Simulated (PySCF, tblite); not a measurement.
Compound: C₄H₇NS.
Numbering: `[CH2:1]=[CH:2][CH2:3][C:4]([NH2:5])=[S:6]` (hydrogens: H7, H8 on C1; H9 on C2; H10, H11 on C3; H12, H13 on N5)

Computed with GFN2-xTB (tblite), gas phase: Langevin dynamics at 400 K from the optimised GFN2-xTB geometry, time step 0.5 fs, friction 0.01 fs⁻¹, 2000 steps. Over the second half of the run the saved frames average 428 K.

Frame at 250 fs, instantaneous temperature 370 K:
```
atom  x, y, z in Å
C1      1.285   -0.316    0.607
C2      0.581   -0.189   -0.489
C3     -0.631    0.622   -0.637
C4     -1.727   -0.366   -0.044
N5     -2.193   -0.131    1.231
S6     -2.281   -1.734   -0.784
H7      1.120    0.254    1.487
H8      1.984   -1.138    0.827
H9      0.938   -0.670   -1.362
H10    -0.636    1.444   -0.012
H11    -0.961    0.721   -1.649
H12    -2.888   -0.775    1.537
H13    -2.136    0.739    1.712
```

Frame at 425 fs, instantaneous temperature 294 K:
```
atom  x, y, z in Å
C1      1.396   -0.685    0.614
C2      0.268   -0.406   -0.071
C3     -0.848    0.380    0.646
C4     -2.133   -0.484    0.566
N5     -3.063   -0.236    1.549
S6     -2.406   -1.783   -0.438
H7      1.657   -0.263    1.532
H8      2.196   -1.189    0.104
H9     -0.107   -0.739   -1.000
H10    -0.519    0.781    1.639
H11    -1.050    1.181   -0.042
H12    -3.832   -0.816    1.486
H13    -2.919    0.137    2.466
```

Frame at 625 fs, instantaneous temperature 393 K:
```
atom  x, y, z in Å
C1      1.453   -1.177    1.237
C2      0.412   -0.821    0.494
C3     -0.920   -0.180    1.039
C4     -2.175   -0.382    0.276
N5     -2.985    0.665    0.436
S6     -2.486   -1.629   -0.721
H7      1.573   -1.088    2.302
H8      2.394   -1.503    0.750
H9      0.333   -0.863   -0.526
H10    -1.219   -0.551    2.058
H11    -0.822    0.887    1.151
H12    -3.983    0.687    0.155
H13    -2.905    1.278    1.207
```

Frame at 800 fs, instantaneous temperature 443 K:
```
atom  x, y, z in Å
C1      0.961   -1.597    0.915
C2      0.268   -0.571    0.504
C3     -1.094   -0.171    1.018
C4     -2.061   -0.018   -0.163
N5     -2.596    1.206   -0.190
S6     -2.724   -1.379   -0.863
H7      0.588   -2.088    1.724
H8      1.916   -1.764    0.564
H9      0.610    0.028   -0.308
H10    -1.435   -0.928    1.646
H11    -0.941    0.766    1.577
H12    -2.944    1.542   -1.047
H13    -2.268    1.965    0.334
```

Frame at 1000 fs, instantaneous temperature 432 K:
```
atom  x, y, z in Å
C1      0.995   -1.435    0.756
C2      0.007   -0.563    0.933
C3     -1.429   -0.970    1.146
C4     -2.333   -0.605    0.076
N5     -2.846    0.719   -0.033
S6     -3.006   -1.701   -1.032
H7      0.690   -2.454    0.859
H8      2.058   -1.228    0.476
H9      0.219    0.468    1.208
H10    -1.422   -2.024    1.084
H11    -1.774   -0.688    2.153
H12    -3.529    1.088   -0.727
H13    -2.222    1.428    0.305
```

Question: What do single points at PBE0/pcSseg-1 (PySCF, gas phase) give on these frames?

Answer: 
```csv
t (fs),GFN2-xTB E above start (eV),DFT E above lowest frame (eV),HOMO (eV),LUMO (eV),dipole (D)
250,0.61,0.18,-6.15,-1.11,4.01
425,0.68,0.18,-6.30,-1.18,3.96
625,0.61,0.00,-6.12,-0.83,4.49
800,0.68,0.24,-6.09,-1.30,4.56
1000,0.82,0.31,-6.03,-1.49,4.16
```

Both levels order the frames alike by energy; measured from each level's lowest frame they differ by 0.18 eV at most. The HOMO–LUMO gap runs from 4.54 to 5.29 eV. These are instantaneous structures, not minima.

Question: And the isotropic GIAO shieldings (ppm) from the same runs?

Answer: 
| atom | 250 fs | 425 fs | 625 fs | 800 fs | 1000 fs | mean | range |
| --- | --- | --- | --- | --- | --- | --- | --- |
| C1 | 66.0 | 67.6 | 65.5 | 68.2 | 53.0 | 64.1 | 15.2 |
| C2 | 48.1 | 29.3 | 45.1 | 43.6 | 48.4 | 42.9 | 19.1 |
| C3 | 136.7 | 130.3 | 136.2 | 126.6 | 136.5 | 133.3 | 10.1 |
| C4 | -41.8 | -38.4 | -22.9 | -34.4 | -51.7 | -37.8 | 28.8 |
| N5 | 117.6 | 112.7 | 128.8 | 125.0 | 103.0 | 117.4 | 25.8 |
| S6 | 115.5 | 104.8 | 181.7 | 39.4 | -111.7 | 65.9 | 293.4 |
| H7 | 26.8 | 26.7 | 26.2 | 27.3 | 26.0 | 26.6 | 1.3 |
| H8 | 26.0 | 26.7 | 25.8 | 27.0 | 25.0 | 26.1 | 2.0 |
| H9 | 25.5 | 23.8 | 26.1 | 26.4 | 25.7 | 25.5 | 2.6 |
| H10 | 29.6 | 28.0 | 28.1 | 29.2 | 28.2 | 28.6 | 1.6 |
| H11 | 28.6 | 28.8 | 28.8 | 28.3 | 27.8 | 28.5 | 1.0 |
| H12 | 25.7 | 26.5 | 25.8 | 27.0 | 24.0 | 25.8 | 3.0 |
| H13 | 26.3 | 26.1 | 27.0 | 26.5 | 26.6 | 26.5 | 0.9 |

The cost below is that of the whole dynamics run. On one thread, Intel Xeon at 2.50 GHz (x86_64), no GPU (shared host), this took 29 s and 0.18 GiB of memory at its peak.
